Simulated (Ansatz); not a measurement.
This geometry of C3H5NO (10 atoms, charge 0, multiplicity 1) is a first-order saddle point.

These are results of RKS PBE/def2-SVP in Ansatz 0.2.0, not measurements.

```xyz
10
Properties=species:S:1:pos:R:3
C -0.032 0.090 -1.546
O 0.603 0.253 -0.288
C -0.192 -0.106 0.812
C 0.557 0.104 2.060
N 1.128 0.261 3.069
H -0.080 1.066 -2.077
H 0.549 -0.620 -2.175
H -1.069 -0.302 -1.454
H -0.506 -1.182 0.784
H -1.134 0.497 0.878
```

Q: Which two structures does it join? (They come from a converged band through this point; their orientation in space is the band's.)

A: No bond is made or broken. The dihedral H8–C1–O2–C3 goes from -61 to 61°. The two ends are copies of one structure, up to a mirror image or an exchange of like atoms.

Image 0:

```xyz
10
Properties=species:S:1:pos:R:3
C 0.008 -0.164 -1.521
O 0.672 -0.112 -0.276
C -0.215 0.118 0.789
C 0.521 0.162 2.059
N 1.090 0.200 3.080
H -0.520 0.792 -1.757
H 0.777 -0.345 -2.294
H -0.743 -0.991 -1.562
H -0.995 -0.684 0.869
H -0.770 1.085 0.676
```

Image 10:

```xyz
10
Properties=species:S:1:pos:R:3
C -0.129 0.299 -1.498
O 0.492 0.501 -0.246
C -0.100 -0.268 0.770
C 0.569 -0.012 2.052
N 1.090 0.181 3.082
H 0.399 0.937 -2.231
H -0.061 -0.765 -1.834
H -1.208 0.587 -1.482
H -0.038 -1.367 0.558
H -1.190 -0.034 0.893
```

Q: How far does it lie above each of them?

A: 2.7 kcal/mol above the first and 2.7 kcal/mol above the second. This is the barrier of this one path; another mechanism may lie lower.

Run time: 61 s on 2 threads of Arm Neoverse V2, on a shared host, peak memory 0.12 GiB.
